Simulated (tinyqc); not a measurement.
UHF in the sto-3g basis, for BH3, spin multiplicity 1, step by step. One step of it, computed by the program tinyqc.

Question. Iteration 8 (converged): orbitals. Diagonalise F' = X^T F X, C = X C', fill 4 alpha and 4 beta electrons from the bottom; D(s) = C_occ C_occ^T. Each column has its largest component positive (the first on a tie).

converged F(alpha) (hartree):
```
,1B 1s,1B 2s,1B 2px,1B 2py,1B 2pz,2H 1s,3H 1s,4H 1s
1B 1s,-7.425239,-2.176271,-0.000002,0.000000,-0.000018,-0.377018,-0.376758,-0.376758
1B 2s,-2.176271,-1.049599,-0.000035,-0.000003,0.000165,-0.461170,-0.460977,-0.460977
1B 2px,-0.000002,-0.000035,-0.119314,0.000002,0.000000,-0.362527,0.181299,0.181299
1B 2py,0.000000,-0.000003,0.000002,-0.119134,-0.000004,0.000000,-0.313852,0.313852
1B 2pz,-0.000018,0.000165,0.000000,-0.000004,0.243855,0.000189,0.000187,0.000191
2H 1s,-0.377018,-0.461170,-0.362527,0.000000,0.000189,-0.308247,-0.089346,-0.089346
3H 1s,-0.376758,-0.460977,0.181299,-0.313852,0.000187,-0.089346,-0.308064,-0.089373
4H 1s,-0.376758,-0.460977,0.181299,0.313852,0.000191,-0.089346,-0.089373,-0.308073
```

converged F(beta) (hartree):
```
,1B 1s,1B 2s,1B 2px,1B 2py,1B 2pz,2H 1s,3H 1s,4H 1s
1B 1s,-7.425239,-2.176271,-0.000002,0.000000,-0.000018,-0.377018,-0.376758,-0.376758
1B 2s,-2.176271,-1.049599,-0.000035,0.000003,0.000165,-0.461170,-0.460977,-0.460977
1B 2px,-0.000002,-0.000035,-0.119314,-0.000002,0.000000,-0.362527,0.181299,0.181299
1B 2py,0.000000,0.000003,-0.000002,-0.119134,0.000004,0.000000,-0.313852,0.313852
1B 2pz,-0.000018,0.000165,0.000000,0.000004,0.243855,0.000189,0.000191,0.000187
2H 1s,-0.377018,-0.461170,-0.362527,0.000000,0.000189,-0.308247,-0.089346,-0.089346
3H 1s,-0.376758,-0.460977,0.181299,-0.313852,0.000191,-0.089346,-0.308073,-0.089373
4H 1s,-0.376758,-0.460977,0.181299,0.313852,0.000187,-0.089346,-0.089373,-0.308064
```

X:
```
,1B 1s,1B 2s,1B 2px,1B 2py,1B 2pz,2H 1s,3H 1s,4H 1s
1B 1s,1.032767,-0.170345,0.000000,0.000000,0.000023,0.025452,0.025447,0.025447
1B 2s,-0.170345,1.273234,0.000026,0.000000,-0.000190,-0.256015,-0.255883,-0.255883
1B 2px,0.000000,0.000026,1.139146,0.000000,0.000000,-0.278301,0.139162,0.139162
1B 2py,0.000000,0.000000,0.000000,1.138967,0.000000,0.000000,-0.240846,0.240846
1B 2pz,0.000023,-0.000190,0.000000,0.000000,1.000000,0.000200,0.000200,0.000200
2H 1s,0.025452,-0.256015,-0.278301,0.000000,0.000200,1.171460,-0.009896,-0.009896
3H 1s,0.025447,-0.255883,0.139162,-0.240846,0.000200,-0.009896,1.171311,-0.009855
4H 1s,0.025447,-0.255883,0.139162,0.240846,0.000200,-0.009896,-0.009855,1.171311
```

Give: F' = X^T F X; orbital energies; coefficients C; F' = X^T F X; orbital energies; coefficients C; D(alpha) after iteration 8; D(beta) after iteration 8.

Answer.

F' = X^T F X (alpha) (hartree):
```
,1,2,3,4,5,6,7,8
1,-7.2329,-1.1828,0.0000,0.0000,0.0000,-0.0201,-0.0200,-0.0200
2,-1.1828,-0.2658,0.0000,0.0000,-0.0001,-0.3331,-0.3330,-0.3330
3,0.0000,0.0000,0.1646,0.0000,0.0000,-0.4202,0.2101,0.2101
4,0.0000,0.0000,0.0000,0.1645,0.0000,0.0000,-0.3637,0.3637
5,0.0000,-0.0001,0.0000,0.0000,0.2439,0.0002,0.0002,0.0002
6,-0.0201,-0.3331,-0.4202,0.0000,0.0002,0.0148,-0.0235,-0.0235
7,-0.0200,-0.3330,0.2101,-0.3637,0.0002,-0.0235,0.0148,-0.0235
8,-0.0200,-0.3330,0.2101,0.3637,0.0002,-0.0235,-0.0235,0.0147
```

orbital energies (alpha) (hartree): MO1 -7.4305, MO2 -0.6140, MO3 -0.4171, MO4 -0.4169, MO5 0.2439, MO6 0.5135, MO7 0.6196, MO8 0.6200

coefficients C (alpha):
```
,MO1,MO2,MO3,MO4,MO5,MO6,MO7,MO8
1B 1s,0.9914,-0.2244,0.0000,0.0000,-0.0004,-0.2537,0.0000,0.0000
1B 2s,0.0334,0.6158,-0.0001,0.0000,0.0017,1.2109,0.0000,0.0003
1B 2px,0.0000,0.0001,0.4996,-0.0027,0.0000,-0.0002,0.0014,1.0790
1B 2py,0.0000,0.0000,0.0027,0.4996,0.0000,0.0000,1.0787,-0.0014
1B 2pz,0.0000,-0.0001,0.0000,0.0000,1.0000,-0.0018,0.0000,0.0000
2H 1s,-0.0053,0.2772,0.5378,-0.0029,-0.0007,-0.6568,-0.0011,-0.8477
3H 1s,-0.0053,0.2770,-0.2666,0.4674,-0.0007,-0.6568,-0.7333,0.4247
4H 1s,-0.0053,0.2770,-0.2715,-0.4645,-0.0007,-0.6568,0.7344,0.4227
```

F' = X^T F X (beta) (hartree):
```
,1,2,3,4,5,6,7,8
1,-7.2329,-1.1828,0.0000,0.0000,0.0000,-0.0201,-0.0200,-0.0200
2,-1.1828,-0.2658,0.0000,0.0000,-0.0001,-0.3331,-0.3330,-0.3330
3,0.0000,0.0000,0.1646,0.0000,0.0000,-0.4202,0.2101,0.2101
4,0.0000,0.0000,0.0000,0.1645,0.0000,0.0000,-0.3637,0.3637
5,0.0000,-0.0001,0.0000,0.0000,0.2439,0.0002,0.0002,0.0002
6,-0.0201,-0.3331,-0.4202,0.0000,0.0002,0.0148,-0.0235,-0.0235
7,-0.0200,-0.3330,0.2101,-0.3637,0.0002,-0.0235,0.0147,-0.0235
8,-0.0200,-0.3330,0.2101,0.3637,0.0002,-0.0235,-0.0235,0.0148
```

orbital energies (beta) (hartree): MO1 -7.4305, MO2 -0.6140, MO3 -0.4171, MO4 -0.4169, MO5 0.2439, MO6 0.5135, MO7 0.6196, MO8 0.6200

coefficients C (beta):
```
,MO1,MO2,MO3,MO4,MO5,MO6,MO7,MO8
1B 1s,0.9914,-0.2244,0.0000,0.0000,-0.0004,-0.2537,0.0000,0.0000
1B 2s,0.0334,0.6158,-0.0001,0.0000,0.0017,1.2109,0.0000,0.0003
1B 2px,0.0000,0.0001,0.4996,0.0027,0.0000,-0.0002,-0.0014,1.0790
1B 2py,0.0000,0.0000,-0.0027,0.4996,0.0000,0.0000,1.0787,0.0014
1B 2pz,0.0000,-0.0001,0.0000,0.0000,1.0000,-0.0018,0.0000,0.0000
2H 1s,-0.0053,0.2772,0.5378,0.0029,-0.0007,-0.6568,0.0011,-0.8477
3H 1s,-0.0053,0.2770,-0.2715,0.4645,-0.0007,-0.6568,-0.7344,0.4227
4H 1s,-0.0053,0.2770,-0.2666,-0.4674,-0.0007,-0.6568,0.7333,0.4247
```

D(alpha) after iteration 8:
```
,1B 1s,1B 2s,1B 2px,1B 2py,1B 2pz,2H 1s,3H 1s,4H 1s
1B 1s,1.0332,-0.1051,0.0000,0.0000,0.0000,-0.0675,-0.0675,-0.0675
1B 2s,-0.1051,0.3804,0.0000,0.0000,-0.0001,0.1705,0.1704,0.1704
1B 2px,0.0000,0.0000,0.2496,0.0000,0.0000,0.2687,-0.1344,-0.1344
1B 2py,0.0000,0.0000,0.0000,0.2496,0.0000,0.0000,0.2328,-0.2328
1B 2pz,0.0000,-0.0001,0.0000,0.0000,0.0000,0.0000,0.0000,0.0000
2H 1s,-0.0675,0.1705,0.2687,0.0000,0.0000,0.3661,-0.0679,-0.0679
3H 1s,-0.0675,0.1704,-0.1344,0.2328,0.0000,-0.0679,0.3662,-0.0679
4H 1s,-0.0675,0.1704,-0.1344,-0.2328,0.0000,-0.0679,-0.0679,0.3662
```

D(beta) after iteration 8:
```
,1B 1s,1B 2s,1B 2px,1B 2py,1B 2pz,2H 1s,3H 1s,4H 1s
1B 1s,1.0332,-0.1051,0.0000,0.0000,0.0000,-0.0675,-0.0675,-0.0675
1B 2s,-0.1051,0.3804,0.0000,0.0000,-0.0001,0.1705,0.1704,0.1704
1B 2px,0.0000,0.0000,0.2496,0.0000,0.0000,0.2687,-0.1344,-0.1344
1B 2py,0.0000,0.0000,0.0000,0.2496,0.0000,0.0000,0.2328,-0.2328
1B 2pz,0.0000,-0.0001,0.0000,0.0000,0.0000,0.0000,0.0000,0.0000
2H 1s,-0.0675,0.1705,0.2687,0.0000,0.0000,0.3661,-0.0679,-0.0679
3H 1s,-0.0675,0.1704,-0.1344,0.2328,0.0000,-0.0679,0.3662,-0.0679
4H 1s,-0.0675,0.1704,-0.1344,-0.2328,0.0000,-0.0679,-0.0679,0.3662
```
